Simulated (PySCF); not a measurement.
Dimethyl carbonate, C3H6O3.
Numbering: `[CH3:1][O:2][C:3](=[O:4])[O:5][CH3:6]` (hydrogens: H7, H8, H9 on C1; H10, H11, H12 on C6)

Geometry (PBE0-D3(BJ)/def2-SVP, Å), atoms numbered from 1 in this order:
```xyz
12
C3H6O3 angstrom
C      2.197    0.409    0.650
O      1.051   -0.418    0.727
C     -0.004    0.009    0.044
O     -0.054    1.010   -0.622
O     -0.997   -0.856    0.218
C     -2.192   -0.551   -0.473
H      2.015    1.378    1.138
H      2.997   -0.128    1.174
H      2.482    0.593   -0.395
H     -2.932   -1.291   -0.147
H     -2.045   -0.622   -1.562
H     -2.539    0.465   -0.234
```

Theory: core-valence-separated Tamm–Dancoff BHandHLYP/aug-pcX-1 (pcseg-1 on H) in PySCF, non-relativistic, gas phase, PBE0-D3(BJ)/def2-SVP geometry. The energies are unshifted.

(1) Give energies, oscillator strengths and core holes at the O K edge.

(2) Give energies, oscillator strengths and core holes at the C K edge.

Answers

(1) 
```
E (eV)       f  core hole on          main final orbital                        polarisation
530.45  0.0433            O4               LUMO+7 (87 %)  normal to the local trigonal plane
533.34  0.0003            O4               LUMO+1 (46 %)                                   –
534.08  0.0397         O2/O5  LUMO+7 (2 roots, f summed)                                   –
534.17  0.0015            O4                 LUMO (91 %)         in the local trigonal plane
534.42  0.0020            O4               LUMO+2 (73 %)         in the local trigonal plane
534.53  0.0004            O4               LUMO+3 (82 %)                                   –
534.71  0.0318         O2/O5  LUMO+2 (2 roots, f summed)                                   –
534.83  0.0009            O4               LUMO+4 (52 %)                                   –
535.09  0.0234         O2/O5  LUMO+1 (2 roots, f summed)                                   –
535.26  0.0007            O4               LUMO+5 (96 %)                                   –
535.44  0.0000            O4               LUMO+6 (98 %)                                   –
535.71  0.0059            O4               LUMO+8 (81 %)         in the local trigonal plane
```

The first line with a tenth or more of the strongest one's intensity is at 530.45 eV (f = 0.043), with the hole on O4 (carbonate carbonyl oxygen), polarised normal to the local trigonal plane: a 1s→π* resonance. It is also the strongest listed.

(2) 
```
E (eV)       f  core hole on               main final orbital                        polarisation
286.82  0.0892         C1/C6       spread (2 roots, f summed)                                   –
286.94  0.0962            C3                    LUMO+7 (87 %)  normal to the local trigonal plane
287.28  0.0052         C1/C6         LUMO (2 roots, f summed)                                   –
287.84  0.0742         C1/C6       spread (2 roots, f summed)                                   –
287.92  0.0730         C1/C6       spread (2 roots, f summed)                                   –
288.98  0.0004         C1/C6       LUMO+7 (2 roots, f summed)                                   –
289.09  0.0096         C1/C6  LUMO/LUMO+1 (2 roots, f summed)                                   –
289.60  0.0275         C1/C6       LUMO+2 (2 roots, f summed)                                   –
```

The first line with a tenth or more of the strongest one's intensity is at 286.82 eV (f = 0.089, sum of 2), with the hole on C1/C6 (methoxy carbon). The strongest listed is at 286.94 eV (f = 0.096; C3, 1s→π*).

Roots within 0.03 eV whose holes lie on the same, on equivalent or on shared atoms are summed into one line, and the highest roots are left out, as the search may have cut off their partners. Final orbitals are the ground state's empty Kohn–Sham orbitals. A dash: too weak, shared between unlike atoms, or no plane or axis to refer to.

**Question.** What are the wavelength and the wavenumber of the 530.45 eV line?

**Answer.** λ = 12398.42 eV Å/530.45 eV = 23.373 Å; 4.2784 × 10⁶ cm⁻¹.

Only the lowest roots of each edge were sought.

One conformer stands for the species.
